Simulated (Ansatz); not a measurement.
Results of rVV10 (PAW; Ansatz, a quantum-chemistry and plane-wave program) for zinc-blende CdTe.

Total energies, extrapolated to zero smearing (they compare only within this program, potentials and cutoff):

```tsv
system	energy (eV/atom)
zinc-blende CdTe, relaxed	-7662.1493
hcp Cd	-8297.0041
trigonal Te	-7026.5092
```

Problem. Work out the enthalpy of formation per atom.

Solution. ΔH_f ≈ ΔE = -7662.1493 − [1 × (-8297.0041) + 1 × (-7026.5092)]/2 = -0.393 eV/atom (0 K, no vibrations). The reference value is -0.520 eV/atom (measured, 298 K, not corrected to a static lattice, our sources range from -0.522 to -0.479; as tabulated in Brebrick, High temperature thermodynamic data for CdTe(c), J. Phase Equilib. …), a difference of +0.127 eV/atom.

Spin–orbit coupling is left out; its size isn't shown.

The PAW data were made under PBE.
